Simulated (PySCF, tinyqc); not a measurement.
Inside a calculation. Method: RKS/LDA (PW92) in the sto-3g basis, for LiH, spin multiplicity 1. The lowest restricted solution is unstable here: a spin-polarised one lies 0.0039 hartree lower (PySCF). One step of it, computed by the program tinyqc.

Task: Iteration 1: building the Kohn-Sham matrix. J_ij = sum D_kl (ij|kl); F = H + J + V_xc; E = tr D H + tr D J / 2 + E_xc + E_nn.

D at the start, lower triangle:
```
            1Li 1s    1Li 2s   1Li 2px   1Li 2py   1Li 2pz     2H 1s
1Li 1s    2.083803
1Li 2s   -0.328783  1.276889
1Li 2px   0.000000  0.000000  0.000000
1Li 2py   0.000000  0.000000  0.000000  0.000000
1Li 2pz  -0.194814  0.891215  0.000000  0.000000  0.622632
2H 1s    -0.049766  0.249476  0.000000  0.000000  0.174375  0.048847
```

core Hamiltonian H = T + V (hartree), lower triangle:
```
            1Li 1s     1Li 2s    1Li 2px    1Li 2py    1Li 2pz      2H 1s
1Li 1s   -4.581493
1Li 2s   -1.026876  -1.279063
1Li 2px   0.000000   0.000000  -1.040396
1Li 2py   0.000000   0.000000   0.000000  -1.040396
1Li 2pz  -0.004530  -0.053421   0.000000   0.000000  -1.074419
2H 1s    -0.008229  -0.158277   0.000000   0.000000  -0.240438  -0.992777
```

Two-electron integrals (ij|kl) in chemists' order, unique and non-zero (hartree):
```
(11|11) 1.680395   (21|11) 0.265420   (21|21) 0.049941   (22|11) 0.397727
(22|21) 0.092860   (22|22) 0.290562   (31|31) 0.008981   (32|31) 0.013788
(32|32) 0.064184   (33|11) 0.396640   (33|21) 0.092880   (33|22) 0.290497
(33|33) 0.312946   (41|41) 0.008981   (42|41) 0.013788   (42|42) 0.064184
(43|43) 0.016869   (44|11) 0.396640   (44|21) 0.092880   (44|22) 0.290497
(44|33) 0.279207   (44|44) 0.312946   (51|51) 0.008981   (52|51) 0.013788
(52|52) 0.064184   (53|53) 0.016869   (54|54) 0.016869   (55|11) 0.396640
(55|21) 0.092880   (55|22) 0.290497   (55|33) 0.279207   (55|44) 0.279207
(55|55) 0.312946   (61|11) 0.001749   (61|21) 0.000344   (61|22) 0.000697
(61|33) 0.000684   (61|44) 0.000684   (61|51) 0.000059   (61|52) 0.000125
(61|55) 0.000726   (61|61) 2.91e-06   (62|11) 0.027064   (62|21) 0.006505
(62|22) 0.025220   (62|33) 0.023715   (62|44) 0.023715   (62|51) 0.000854
(62|52) 0.007853   (62|55) 0.028196   (62|61) 0.000061   (62|62) 0.006352
(63|31) 0.000194   (63|32) 0.001423   (63|53) 0.000770   (63|63) 0.000197
(64|41) 0.000194   (64|42) 0.001423   (64|54) 0.000770   (64|64) 0.000197
(65|11) 0.041229   (65|21) 0.009924   (65|22) 0.038796   (65|33) 0.036346
(65|44) 0.036346   (65|51) 0.001326   (65|52) 0.012338   (65|55) 0.043645
(65|61) 0.000093   (65|62) 0.010117   (65|65) 0.016131   (66|11) 0.175398
(66|21) 0.042295   (66|22) 0.173654   (66|33) 0.162780   (66|44) 0.162780
(66|51) 0.004529   (66|52) 0.052347   (66|55) 0.195059   (66|61) 0.000382
(66|62) 0.061434   (66|65) 0.098916   (66|66) 0.774606
```

nuclear repulsion = 0.52619544 hartree

V_xc (hartree), lower triangle:
```
            1Li 1s     1Li 2s    1Li 2px    1Li 2py    1Li 2pz      2H 1s
1Li 1s   -1.047782
1Li 2s   -0.141359  -0.188806
1Li 2px   0.000000   0.000000  -0.187679
1Li 2py   0.000000   0.000000   0.000000  -0.187679
1Li 2pz  -0.007203  -0.069031   0.000000   0.000000  -0.186312
2H 1s    -0.000997  -0.024858   0.000000   0.000000  -0.038733  -0.216645
```

E_xc = sum of w rho eps_xc = -1.98419758 hartree

Give: Coulomb J; Kohn-Sham matrix F; total energy of this density.

Result:

Coulomb J (hartree), lower triangle:
```
         1Li 1s  1Li 2s  1Li 2px  1Li 2py  1Li 2pz   2H 1s
1Li 1s   4.1182
1Li 2s   0.7054  1.3541
1Li 2px  0.0000  0.0000   1.3426
1Li 2py  0.0000  0.0000   0.0000   1.3426
1Li 2pz  0.0222  0.1198   0.0000   0.0000   1.3700
2H 1s    0.0050  0.1252   0.0000   0.0000   0.1931  0.8754
```

Kohn-Sham matrix F (hartree), lower triangle:
```
          1Li 1s   1Li 2s  1Li 2px  1Li 2py  1Li 2pz    2H 1s
1Li 1s   -1.5111
1Li 2s   -0.4628  -0.1137
1Li 2px   0.0000   0.0000   0.1145
1Li 2py   0.0000   0.0000   0.0000   0.1145
1Li 2pz   0.0104  -0.0027   0.0000   0.0000   0.1092
2H 1s    -0.0042  -0.0579   0.0000   0.0000  -0.0861  -0.3341
```

total energy of this density = -7.397511 hartree
